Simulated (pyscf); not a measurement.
`[OH][SiH]([Cl])[Cl]` → `[O]=[Si]([Cl])[Cl]` + `[H][H]` (elimination; singlet surface; H–O, H–Si broken, H–H formed). PySCF, gas phase, ωB97X-D3(BJ)/def2-SVP geometries. Energies in kcal/mol from the reactant's lowest minimum found.

```csv
level,barrier,reaction energy
r²SCAN/def2-TZVP,___,___
B3LYP-D3(BJ)/def2-TZVP,66.0,+50.3
PBE0-D3(BJ)/def2-TZVP,65.6,+54.8
M06-2X/def2-TZVP,70.2,+55.3
ωB97M-D3(BJ)/def2-TZVP,___,+53.1
HF/def2-TZVP,85.3,+61.6
```

Problem. Some entries are withheld; supply them.

Solution. 
- r²SCAN/def2-TZVP, barrier: 62.7
- r²SCAN/def2-TZVP, reaction energy: +50.8
- ωB97M-D3(BJ)/def2-TZVP, barrier: 67.8

The functionals in the table span 7.5 kcal/mol in this barrier, from r²SCAN to M06-2X. At the saddle there is also a short H–Si contact that neither side keeps. This is the saddle that the search found; another between the same sides may lie lower.
